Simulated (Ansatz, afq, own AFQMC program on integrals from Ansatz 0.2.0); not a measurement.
**B$_{2}$H, doublet in 6-31G, levels against full CI**

```xyz
3

B     0.0000    0.0000    0.1151
B     0.0000    0.0000   -1.4076
H     0.0000    0.0000    1.2925
```

Connectivity, by distances: BH–B.

Basis 6-31G. Only valence electrons are correlated. Ansatz 0.2.0 and our own AFQMC program on the same integrals; the CISD trial comes from CCSD amplitudes, and released means the phaseless constraint is let go. ± is one standard error of the sampling.

Determinant: ROHF, the one that the program's search chose, which needn't be the lowest solution. The geometry is a point of a scan.

Full CI is exact in this basis; its frozen core comes from its own orbitals, which moves totals by up to a few meV.

Cautions: a spin-contaminated unrestricted determinant lies lower (UHF 999 meV lower, ⟨S²⟩ 1.75); the CCSDT(Q) amplitudes may be one of several solutions (largest double 0.83); the CCSDTQ amplitudes may be one of several solutions (largest double 0.98); the released energies move by 1.5 errors or more from one time to the next, so no released level is given (meV from the phaseless value at times in 1/Eh: -4.1 ± 1.9 at 0.24, -6.9 ± 1.9 at 0.51, -9.7 ± 1.6 at 0.99, -9 ± 3 at 1.62, -16 ± 3 at 2.40); the determinant fills πx and πy unequally, so it mixes two states of the linear molecule, and each level undoes that mixture to a different degree, while full CI gives the lower state; full CI with its own frozen core; a state of higher spin lies lower (by 1.24 eV).

```
T1 diagnostic                               : 0.0287
weight of the determinant in the CISD state : 0.880
size of the correlated space                : 7 electrons in 18 orbitals
```

```
  level  correlation energy (eV)
    MP2                  -2.0872
   CCSD                  -2.8707
CCSD(T)                  -2.9573
```

**Question.** Estimate where full CI lies against CCSD(T) in the same basis.

**Answer.** 3.11 kcal/mol below CCSD(T).

Reference: full CI, correlation energy -3.092 eV. CCSDTQ lies 1.5 meV above full CI, in part by the other frozen core, which shifts every row alike, so rows that close can't be ranked against it. The cautions show a poor starting determinant, so the rows tell how each method copes with it here, and full CI is the sure value.

| level | E − E(reference) (kcal/mol) | share of correlation (%) |
| --- | --- | --- |
| CCSD(T) | 3.11 | 95.64 |
| CCSDT | 0.76 | 98.94 |
| CCSDT(Q) | -0.04 | 100.06 |
| CCSDTQ | 0.04 | 99.95 |
| ph-AFQMC/HF | 5.14 ± 0.44 | 92.80 |
| ph-AFQMC/CISD | 2.69 ± 0.06 | 96.22 |

CCSDT and higher add their correlation energy to the determinant of the CCSD(T) run, since their own runs factorise the integrals more tightly (a shift of under 2 meV).
